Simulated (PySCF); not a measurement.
# FH3S: the cost of one run

Computed with PySCF 2.14.0; each step states its level. No surroundings beyond the atoms listed, unless a continuum is named. Atoms count from 0, parts from 1.

## Step 1: Starting point

5 atoms, charge 0, multiplicity 1; geometry: GFN2-xTB. Parts: 1 = atoms 0–1, `F`, charge 0; 2 = atoms 2–4, `S`, charge 0.

## Step 2: Geometry optimisation at PBE0-D3(BJ)/def2-TZVPD

The job: settings as JSON, then the geometry in Å.

```
{"job": {"xc": "PBE0", "basis": "def2-TZVPD", "d3": "d3bj", "grid": 3, "kind": "geom", "shake": 0.01}, "charge": 0, "multiplicity": 1, "parts": [{"atoms": "0-1", "charge": 0, "multiplicity": 1}, {"atoms": "2-4", "charge": 0, "multiplicity": 1}]}
F     -0.039105    -0.211372     0.181097
H     -0.845610     0.005712    -0.327249
S     -2.875666     0.117743    -1.035721
H     -3.001928    -1.185765    -0.870330
H     -3.317455     0.385337     0.180541
```

Run with:

```
$ OMP_NUM_THREADS=1 python cluster_run.py task.json out
```

This one command runs all jobs of the session in turn.

Q: Estimate the wall time and peak memory of this first job on 1 thread of Arm Neoverse V1, shared host.

About 13 s, with a peak of 0.48 GiB.
